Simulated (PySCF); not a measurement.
Species: nitrosyl fluoride, FNO.
SMILES: `O=NF`

Computed, not measured: PySCF, TDDFT wB97X-D/def2-SVPD, vertical, gas phase, core orbitals frozen in the response. Isolated species at its GFN2-xTB geometry, gas phase.

Computed states:

```json
{"state": "S1", "E (eV)": "3.96", "f": "0.0018"}
{"state": "S2", "E (eV)": "6.00", "f": "0.0002"}
{"state": "S3", "E (eV)": "6.68", "f": "0.0029"}
{"state": "S4", "E (eV)": "8.78", "f": "0.028"}
{"state": "S5", "E (eV)": "9.07", "f": "0.0003"}
{"state": "S6", "E (eV)": "9.49", "f": "0.0022"}
{"state": "S7", "E (eV)": "9.55", "f": "0.280"}
{"state": "S8", "E (eV)": "10.66", "f": "0.0016"}
```

Each state is given a Gaussian of 0.3 eV full width at half maximum, with ε(max) = 2.175×10⁸ f / Δν̃ (Δν̃ the width in cm⁻¹). The cross-section is σ = 3.8235×10⁻²¹ ε cm², given in Mb (10⁻¹⁸ cm²). The width is an assumption, not a result. The curve ends short of the highest state used, and states not computed would add to its high-energy end.

Question: Give the broadened spectrum and its maxima.

Answer: 
(E (eV), σ (Mb)): (3.51, 0.00), (3.69, 0.07), (3.88, 0.53), (4.07, 0.42), (4.25, 0.04), (4.44, 0.00), (4.63, 0.00), (4.82, 0.00), (5.00, 0.00), (5.19, 0.00), (5.38, 0.00), (5.57, 0.00), (5.75, 0.01), (5.94, 0.06), (6.13, 0.04), (6.32, 0.02), (6.50, 0.38), (6.69, 1.01), (6.88, 0.29), (7.07, 0.01), (7.25, 0.00), (7.44, 0.00), (7.63, 0.00), (7.82, 0.00), (8.00, 0.00), (8.19, 0.00), (8.38, 0.07), (8.57, 2.46), (8.75, 9.29), (8.94, 4.38), (9.13, 0.71), (9.31, 16.16), (9.50, 89.19), (9.69, 53.55), (9.88, 3.49), (10.06, 0.03)

Maxima: 313 nm (3.96 eV), ε about 160, made up of S1 (100%); 207 nm (5.99 eV), ε about 17, made up of S2 (100%); 186 nm (6.68 eV), ε about 270, made up of S3 (100%); 141 nm (8.78 eV), ε about 2500, made up of S4 (100%); 130 nm (9.55 eV), ε about 25000, made up of S7 (99%) (ε in L mol⁻¹ cm⁻¹; maxima over ε = 5, shares over 10%).

Question: On this curve, what absorbance would a 10⁻⁴ mol/L sample give at 308 nm over a 1 cm path?

Answer: 308 nm is 4.025 eV, where ε is about 140 L mol⁻¹ cm⁻¹, so A = ε c l ≈ 0.014 (Beer–Lambert, with the gas-phase spectrum and the assumed width).

Question: What would ε be at 9.55 eV, the highest of these maxima, with half the width (0.15 eV)?

Answer: About 50500 L mol⁻¹ cm⁻¹ against 25300, a factor of about 2.00; a lone state at its own centre would give exactly 2.

Question: Coming from long wavelengths, where does ε first pass 100 L mol⁻¹ cm⁻¹?

Answer: At about 324 nm (3.83 eV), 0.13 eV below S1.
